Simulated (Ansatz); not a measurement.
Reaction (SMILES): [C](=C(F)F)F → 2 C atom + 3 F atom
B3LYP-D3(BJ)/def2-TZVP geometries, fixed; electronic energies without zero-point terms.
Largest species:
```
C
C 1 1.3115
F 2 1.3045 1 129.75
F 1 1.3195 2 123.31 3 180.00
F 1 1.3269 2 124.94 3 0.00
```
Charge 0, spin multiplicity 2.

Basis-set convergence of the atomisation energy at HF with Ansatz (a first-principles code). Cartesian d functions, on some or all atoms, in 6-31G**, 6-31+G*; all else is spherical. An unrestricted Hartree-Fock determinant is markedly spin-contaminated. Open shells are unrestricted. No added dispersion term, no relativity. Functions are those of the species that has most. Reference: the value in def2-QZVPPD, 293.79 kcal/mol, itself unsure by roughly 0.55 kcal/mol (its mean distance from pcseg-3, def2-QZVPP, cc-pVQZ).

```csv
basis,functions,atomisation energy (kcal/mol)
pcseg-0,45,230.24
cc-pVDZ,70,277.05
pcseg-1,70,278.79
6-31G**,75,289.79
6-31+G*,95,(withheld)
cc-pVTZ,150,(withheld)
aug-cc-pVTZ,230,(withheld)
aug-pcseg-2,230,(withheld)
def2-QZVPPD,324,293.79
```

**Question.** What belongs in the gaps?

**Answer.** 
- 6-31+G*, atomisation energy (kcal/mol): 284.02
- cc-pVTZ, atomisation energy (kcal/mol): 292.60
- aug-cc-pVTZ, atomisation energy (kcal/mol): 293.30
- aug-pcseg-2, atomisation energy (kcal/mol): 295.73
